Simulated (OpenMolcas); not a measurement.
# One shape, several levels: AlCl (aluminium monochloride)

We compute a comparison of 6 runs (HF/STO-3G, HF/3-21G, BHLYP/aug-cc-pVTZ, M06-L/aug-cc-pVTZ, revPBE/aug-cc-pVTZ, MP2/aug-cc-pVTZ) of AlCl (aluminium monochloride). 

The results are computed with OpenMolcas 26.06.

## (1) The molecule

AlCl: 2 atoms, total charge 0, spin state singlet. SMILES: `[Al][Cl]`. The Al1–Cl2 distance was set to 3.195 Å, away from the relaxed value.

Bond lengths: Al1–Cl2 3.195 Å.

## (2) The energy at HF/STO-3G (run 1)

Input file calc.inp:

```
&GATEWAY
  BASLIB=$CurrDir
  BASISSET
  Al.STO-3G....
  Al1 0.000000 0.000000 -1.065087 angstrom
  End of Basis
  BASISSET
  Cl.STO-3G....
  Cl2 0.000000 0.000000 2.130113 angstrom
  End of Basis

&SEWARD

&SCF
  THRESHOLDS=1e-10 1e-07 1e-07 1e-05
  PRORBITALS=1 1
```

The basis set STO-3G is read from a file made from the Basis Set Exchange's data (not shown).

Command:

```
export MOLCAS_MEM=1860
pymolcas calc.inp > calc.log
```

Output:

```text
--- Start Module: gateway ---
[...]
--- Stop Module: gateway /rc=_RC_ALL_IS_WELL_ ---
--- Start Module: seward ---
[...]
      Basis functions           18
--- Stop Module: seward /rc=_RC_ALL_IS_WELL_ ---
--- Start Module: scf ---
[...]
       Convergence after   9 Iterations
[...]
::    Total SCF energy                               -693.5527305740
[...]
      Total spin, S                                     0.0000000000
[...]
      Total electronic charge=   30.000000
      Total            charge=   -0.000000
[...]
      Dipole Moment (debye):
      Origin of the operator (angstrom)=    0.0000    0.0000    0.7385
                   X= -3.6369E-16               Y=  2.2545E-17               Z= -1.2419E+01           Total=  1.2419E+01
      Quadrupole Moment (debye*angstrom):
[...]
--- Stop Module: scf /rc=_RC_ALL_IS_WELL_ ---
[...]
```

Wall time 1.6 s (1 thread of Arm Neoverse V1, shared host); peak memory 0.37 GiB.

## (3) A single-point energy at HF/3-21G (run 2)

Input file geom.xyz:

```xyz
2

Al     0.000000     0.000000    -1.065087
Cl     0.000000     0.000000     2.130113
```

Input file job.inp:

```
* AlCl Hartree-Fock
>>> EXPORT MOLCAS_PRINT=2
&GATEWAY
BasLib=$CurrDir
Coord=geom.xyz
Basis=3-21G
Group=NoSym
&SEWARD
&SCF
Thresholds=1e-10 1e-07 1e-07 1e-05
PrOrbitals=1 2
```

The basis set 3-21G is read from a file made from the Basis Set Exchange's data (not shown).

Command:

```
export MOLCAS_MEM=1860
pymolcas job.inp > job.log
```

Output:

```text
--- Start Module: gateway ---
[...]
--- Stop Module: gateway /rc=_RC_ALL_IS_WELL_ ---
--- Start Module: seward ---
[...]
      Basis functions           26
--- Stop Module: seward /rc=_RC_ALL_IS_WELL_ ---
--- Start Module: scf ---
[...]
       Convergence after  10 Iterations
[...]
::    Total SCF energy                               -697.9026508340
[...]
      Total spin, S                                     0.0000000000
[...]
      Total electronic charge=   30.000000
      Total            charge=   -0.000000
[...]
      Dipole Moment (debye):
      Origin of the operator (angstrom)=    0.0000    0.0000    0.7385
                   X= -1.5801E-15               Y=  1.9244E-15               Z= -9.8899E+00           Total=  9.8899E+00
      Quadrupole Moment (debye*angstrom):
[...]
--- Stop Module: scf /rc=_RC_ALL_IS_WELL_ ---
[...]
```

Run time: 1.7 s. Hardware: 1 thread of Arm Neoverse V1, shared host; peak memory 0.37 GiB.

Run 3 isn't shown in full; the table further down has it.

## (4) The energy at M06-L/aug-cc-pVTZ (run 4)

Input file job.inp:

```
&GATEWAY
  BASLIB = $CurrDir
  BASISSET
  Al.aug-cc-pVTZ....
  Al1 0.000000 0.000000 -1.065087 angstrom
  End of Basis
  BASISSET
  Cl.aug-cc-pVTZ....
  Cl2 0.000000 0.000000 2.130113 angstrom
  End of Basis

&SEWARD
  GRIDINPUT
  Grid=UltraFine
  End of Grid

&SCF
  KSDFT = M06L
  THRESHOLDS = 1e-10 1e-07 1e-07 1e-05
  PRORBITALS = 1 2
```

The basis set aug-cc-pVTZ is read from a file made from the Basis Set Exchange's data (not shown).

Command:

```
export MOLCAS_MEM=1860
pymolcas job.inp > job.log
```

Output:

```text
--- Start Module: gateway ---
[...]
--- Stop Module: gateway /rc=_RC_ALL_IS_WELL_ ---
--- Start Module: seward ---
[...]
      Basis functions          100
--- Stop Module: seward /rc=_RC_ALL_IS_WELL_ ---
[...]
--- Start Module: scf ---
[...]
       Convergence after  14 Iterations
[...]
::    Total KS-DFT energy                            -702.6228565893
[...]
      Total spin, S                                     0.0000000000
[...]
      Total electronic charge=   30.000000
      Total            charge=   -0.000000
[...]
      Dipole Moment (debye):
      Origin of the operator (angstrom)=    0.0000    0.0000    0.7385
                   X=  1.0299E-14               Y= -6.1964E-15               Z= -8.3291E+00           Total=  8.3291E+00
      Quadrupole Moment (debye*angstrom):
[...]
--- Stop Module: scf /rc=_RC_ALL_IS_WELL_ ---
[...]
```

It took 19 s on 1 thread of Arm Neoverse V1, shared host; peak memory 0.56 GiB.

Run 5 isn't shown in full; the table further down has it.

## (5) The energy at MP2/aug-cc-pVTZ (run 6)

Input file mol.input:

```
&GATEWAY
  BasLib
  $CurrDir
  BasisSet
  Al.aug-cc-pVTZ....
  Al1 0.000000 0.000000 -1.065087 angstrom
  End of Basis
  BasisSet
  Cl.aug-cc-pVTZ....
  Cl2 0.000000 0.000000 2.130113 angstrom
  End of Basis

&SEWARD

&SCF
  Thresholds
  1e-10 1e-07 1e-07 1e-05
  PrOrbitals
  1 1

&MBPT2
  Frozen
  10
```

The basis set aug-cc-pVTZ is read from a file made from the Basis Set Exchange's data (not shown).

Command:

```
export MOLCAS_MEM=1860
pymolcas mol.input > mol.log
```

Output:

```text
--- Start Module: gateway ---
[...]
--- Stop Module: gateway /rc=_RC_ALL_IS_WELL_ ---
[...]
      Basis functions          100
[...]
--- Start Module: scf ---
[...]
       Convergence after  12 Iterations
[...]
::    Total SCF energy                               -701.4386626129
[...]
      Total spin, S                                     0.0000000000
[...]
      Total electronic charge=   30.000000
      Total            charge=   -0.000000
[...]
      Dipole Moment (debye):
      Origin of the operator (angstrom)=    0.0000    0.0000    0.7385
                   X= -7.3150E-15               Y= -9.2452E-16               Z= -9.7788E+00           Total=  9.7788E+00
      Quadrupole Moment (debye*angstrom):
[...]
--- Stop Module: scf /rc=_RC_ALL_IS_WELL_ ---
[...]
--- Start Module: mbpt2 ---
[...]
WARNING!
Default frozen orbitals as non valence orbitals is overwritten by user input.
Default values:   7
[...]
       Reference weight ( Cref**2 )         =        0.89879
::    Total MBPT2 energy                             -701.6819555468
[...]
      Total MBPT2 calculations                           0.14      0.17
--- Stop Module: mbpt2 /rc=_RC_ALL_IS_WELL_ ---
[...]
```

It took 5.7 s on 1 thread of Arm Neoverse V1, shared host; peak memory 0.56 GiB.

## (6) The series

| run | level | integration grid | frozen core orbitals | energy (Eh) | dipole moment (D) of the reference | HOMO energy (eV) | LUMO energy (eV) | wall time |
| --- | --- | --- | --- | --- | --- | --- | --- | --- |
| 1 | HF/STO-3G | – | – | -693.552731 | 12.42 | -4.20 | 5.83 | 1.6 s |
| 2 | HF/3-21G | – | – | -697.902651 | 9.89 | -9.11 | -0.64 | 1.7 s |
| 3 | BHLYP/aug-cc-pVTZ | UltraFine | – | -702.645862 | 9.20 | -7.74 | -2.41 | 13 s |
| 4 | M06-L/aug-cc-pVTZ | UltraFine | – | -702.622857 | 8.33 | -5.63 | -3.47 | 19 s |
| 5 | revPBE/aug-cc-pVTZ | UltraFine | – | -702.509265 | 7.74 | -5.58 | -3.74 | 15 s |
| 6 | MP2/aug-cc-pVTZ | – | 10 | -701.681956 | 9.78 | -9.45 | -0.73 | 5.7 s |

## (7) Summary of results

| quantity | value |
| --- | --- |
| run 6: total energy | -701.68196 Eh |
| run 6: dipole moment (mean-field density) | 9.78 D |
| run 6: HOMO energy (Hartree–Fock orbitals) | -9.45 eV |
| run 6: LUMO energy (Hartree–Fock orbitals) | -0.73 eV |
| run 6: HOMO–LUMO gap (Hartree–Fock orbitals) | 8.72 eV |
| run 6: correlation energy (10 core orbitals frozen) | -243.3 mEh |

In words: Over runs 1, 2, 3, 4, 5 the dipole moment (its size) runs from 7.74 D (revPBE/aug-cc-pVTZ) to 12.42 D (HF/STO-3G). The two ends differ in method and basis. Over runs 1, 2, 3, 4, 5 the HOMO–LUMO gap runs from 1.84 eV (revPBE/aug-cc-pVTZ) to 10.03 eV (HF/STO-3G). Totals of different functionals can't be ranked against each other. In run 1 the basis is minimal, so the values are rough. All runs together took 56 s, the longest 19 s.
